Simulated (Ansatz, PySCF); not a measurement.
Molecule: HCl, net charge 0, singlet state. SMILES: Cl
Geometry from a B3LYP-D3(BJ)/def2-TZVP (Ansatz, a program for electronic structure) optimisation:
```
Cl
H 1 1.2820
```
Charge 0, spin multiplicity 1.

Quantity: atomisation energy (electronic, to ground-state atoms), in kJ/mol. Correlated levels leave the core frozen unless marked. UHF or UKS for open shells. Spin-orbit coupling is left out. No relativistic terms. The coupled-cluster limit lacks core correlation, which all-electron functionals hold. CBS(X,Y): correlation extrapolated as X^-3; Hartree-Fock from the larger set (for Q and 5 zeta extrapolated as (X+1)exp(-9√X)).

```
level                          program  atomisation energy (kJ/mol)
----------------------  --------------  ---------------------------
TPSS/def2-TZVPD                  PySCF                        446.2
B3LYP/def2-TZVPD                Ansatz                        438.4
PBE0/def2-SVP                   Ansatz                        428.7
PBE0-D3(BJ)/def2-TZVPD  Ansatz + dftd3                        438.9
```

Q: Predict the CCSD(T)/CBS(cc-pV(Q+d)Z,cc-pV(5+d)Z) result (Ansatz).

A: 449.5 kJ/mol, so PBE0-D3(BJ)/def2-TZVPD differs from it by -10.6 kJ/mol.
